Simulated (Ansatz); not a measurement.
C4H6F2 can be A, `CC/C(F)=C\F`, or B, `F[C@H]1C[C@@H](F)C1`.

Gas-phase electronic energies from Ansatz, PBE0-D4/def2-TZVP geometries. CCSD(T)/CBS adds triple-zeta CCSD(T) − MP2 to the extrapolated MP2 energy (def2 sets, frozen cores). DFT in def2-TZVPP. B3LYP here is the variant with VWN-RPA as its local correlation; programs differ in this. Each species was taken in one conformer, which may not be the lowest.

A:

Z-matrix (Å, degrees):
```
C
C 1 1.525
H 1 1.092 2 110.9
H 1 1.091 2 111.0 3 -120.2
H 1 1.091 2 110.5 3 120.0
C 2 1.480 1 112.8 3 62.1
H 2 1.092 1 110.8 3 -59.1
H 2 1.096 1 109.8 3 -177.2
C 6 1.323 2 128.5 1 -116.8
F 6 1.347 2 114.5 1 62.7
F 9 1.340 6 121.0 2 -0.3
H 9 1.082 6 124.6 2 179.9
```

B:

Z-matrix (Å, degrees):
```
C
C 1 1.530
C 1 1.530 2 89.5
F 1 1.374 2 116.1 3 119.1
H 1 1.093 2 113.6 3 -115.6
C 2 1.530 1 87.2 3 19.1
H 2 1.089 1 119.4 3 141.6
H 2 1.092 1 109.3 3 -90.4
H 3 1.089 1 119.4 2 -141.6
H 3 1.092 1 109.3 2 90.4
F 6 1.374 2 116.1 1 -138.2
H 6 1.093 2 113.6 1 96.5
```

(1) Which is lower in electronic energy at CCSD(T)/CBS, and by how much? (An estimate is asked.)

(2) Give E(B) − E(A) in kJ/mol with CCSD(T)/def2-TZVPP, B2PLYP, ωB97M-V, CCSD/def2-TZVPP, B3LYP-D4, MP2/def2-TZVPP, r2SCAN-D4. (Best estimate.)

Largest T1 diagnostic: 0.011.

Results:

(1) The calculation gave: B, by 10.0 kJ/mol.

(2) The calculation gave: CCSD(T)/def2-TZVPP -9.5, B2PLYP -1.0, ωB97M-V -12.7, CCSD/def2-TZVPP -11.5, B3LYP-D4 5.2, MP2/def2-TZVPP -15.8, r2SCAN-D4 -4.8. The order is the other way round with B3LYP-D4.

In def2-TZVPP, CCSD(T) changes the Hartree–Fock value by −6.5 kJ/mol (the triples alone add +2.0 kJ/mol) and MP2 by −12.8 kJ/mol. From PBE to PBE0 (25 % exact exchange), in def2-TZVPP and without D4, E(B) − E(A) moves by −11.1 kJ/mol.
